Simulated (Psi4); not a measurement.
Pair of molecules, SMILES CN with SMILES CN (the first has 7 atoms); geometry from S66by8 set.
(charge 0, multiplicity 1):
```xyz
14

N     -1.56119     0.23626    -0.64319
H     -0.73259    -0.34860    -0.69353
H     -2.22302    -0.15340    -1.30142
C     -2.12121     0.15674     0.70419
H     -3.01529     0.77459     0.76541
H     -2.38529    -0.85050     1.04170
H     -1.40282     0.56402     1.41333
N      1.73223    -0.72975    -0.46721
H      2.02849    -0.45521    -1.39520
H      2.35578    -1.47744    -0.19202
C      1.89246     0.40546     0.44646
H      1.62227     0.09077     1.45211
H      2.89987     0.82724     0.48343
H      1.19992     1.19124     0.15380
```

All values below come from SAPT0/jun-cc-pV(D+d)Z (Psi4).

### Question
Which attractive term is largest, and how does the interaction split up?

### Answer
electrostatics -3.72, exchange 2.69, induction -0.73, dispersion -1.56, total -3.31 kcal/mol; the largest attraction is electrostatics.
